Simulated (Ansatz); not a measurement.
Cost and result for the atomization energy of C2H3F3, SMILES `CC(F)(F)F` (8 atoms, 7 bonds).

Total charge 0; spin multiplicity 1. All single points use the PBE0-D4/def2-TZVP geometry. Program: Ansatz. All runs use 2 threads of a server CPU on a shared host. Times are those of one run each, without the atoms' runs, and a repeat can differ threefold. Electronic energies, without spin–orbit coupling; frozen cores. CCSD(T)/CBS adds CCSD(T) − MP2 in def2-TZVPP to the MP2 limit, and its time is that of the two runs behind it. T1 = 0.011. B3LYP takes the VWN-RPA correlation (the form of Gaussian; ORCA's B3LYP/G). HSE06 is the plane-wave form, built on full-range PBE exchange.

CCSD(T)/CBS is a level of theory with its own doubt, some kJ/mol a heavy atom from the limit and from the frozen cores, so smaller differences don't rank the functionals.

```
                            level  functions  wall time
           LDA (SPW92)/def2-TZVPP        197      0.7 s
             revPBE-D4/def2-TZVPP        197      1.1 s
               PBE0-D4/def2-TZVPP        197      1.5 s
              HSE06-D4/def2-TZVPP        197      1.8 s
          CAM-B3LYP-D4/def2-TZVPP        197      1.8 s
B3LYP-D4/def2-TZVPP (with forces)        197        2 s
                 CCSD(T)/def2-SVP         85      2.5 s
               ωB97X-V/def2-TZVPP        197      3.6 s
                B97M-V/def2-TZVPP        197      3.8 s
 ωB97M-V/def2-TZVPP (with forces)        197      4.6 s
                   MP2/def2-QZVPP        375       11 s
               CCSD(T)/def2-TZVPP        197       29 s
                CCSD(T)/CBS(def2)          –       40 s
```

Problem. What atomization energy does each give, and how far from CCSD(T)/CBS? (Estimate.)

Solution. The calculation gave: 
```csv
level,atomization (kJ/mol),difference from CCSD(T)/CBS,per bond
LDA (SPW92)/def2-TZVPP,3774.2,592.4,84.6
revPBE-D4/def2-TZVPP,3182.0,0.2,0.0
PBE0-D4/def2-TZVPP,3198.3,16.5,2.4
HSE06-D4/def2-TZVPP,3201.6,19.8,2.8
CAM-B3LYP-D4/def2-TZVPP,3205.5,23.7,3.4
B3LYP-D4/def2-TZVPP (with forces),3165.9,-15.9,-2.3
CCSD(T)/def2-SVP,3047.2,-134.6,-19.2
ωB97X-V/def2-TZVPP,3192.7,10.9,1.6
B97M-V/def2-TZVPP,3184.6,2.8,0.4
ωB97M-V/def2-TZVPP (with forces),3195.5,13.7,2.0
MP2/def2-QZVPP,3250.5,68.7,9.8
CCSD(T)/def2-TZVPP,3102.4,-79.4,-11.3
CCSD(T)/CBS(def2),3181.8,0.0,0.0
```

From PBE to PBE0 (25 % exact exchange), in def2-TZVPP and without D4, the atomization energy moves by −93.5 kJ/mol: exact exchange takes away binding that semilocal exchange gives to molecules. At CCSD(T), def2-SVP lies −134.6 kJ/mol from the extrapolated value and def2-TZVPP −79.4 kJ/mol: correlation converges slowly with the basis, and small sets miss more of it in the bonded molecule than in its fragments. Leaving LDA and LC-ωPBE aside and taking each functional with its dispersion term where it has one, the values, not all of them listed here, spread over 259.7 kJ/mol, from BHLYP-D4 to PBE-D4. LDA lies +490.8 kJ/mol from PBE without D4, its usual overbinding.
